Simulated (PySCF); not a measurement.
## Vibration and rotation of AlC

UHF-CCSD(T) constants of AlC, ⁴Σ⁻ (quartet), unpaired electrons σ ↑, π ↑↑ (PySCF, spin-free X2C with a Gaussian nucleus, basis sets Al x2c-TZVPPall, C x2c-TZVPPall; masses 26.9815 and 12.0000 u):

- ωe: 643.4 cm⁻¹
- ωexe: 3.97 cm⁻¹
- Be: 0.52133 cm⁻¹
- αe: 0.00491 cm⁻¹
- D (centrifugal): 1.37e-06 cm⁻¹
- De to Al + C: 3.30 eV

Question: Give the vibrational terms G(v) and spacings up to v = 6.

Answer: G(v) = ωe(v+½) − ωexe(v+½)².

| v | G(v) (cm⁻¹) | G(v) − G(v−1) | Bv (cm⁻¹) |
| --- | --- | --- | --- |
| 0 | 320.7 |  | 0.5189 |
| 1 | 956.2 | 635.5 | 0.5140 |
| 2 | 1583.7 | 627.5 | 0.5091 |
| 3 | 2203.3 | 619.6 | 0.5041 |
| 4 | 2814.9 | 611.6 | 0.4992 |
| 5 | 3418.6 | 603.7 | 0.4943 |
| 6 | 4014.4 | 595.8 | 0.4894 |

Question: How well does the Morse estimate ωe²/(4ωexe) reproduce De, and what is D0?

Answer: It gives 3.23 eV, 98 % of the computed De. D0 = De − G(0) = 3.30 − 0.04 = 3.26 eV.

Correlated steps freeze 6 core orbitals. The CCSD T1 diagnostic is raised, a sign that a single reference may not be enough here. The state was picked by a PBE0 search and need not be the measured ground state.
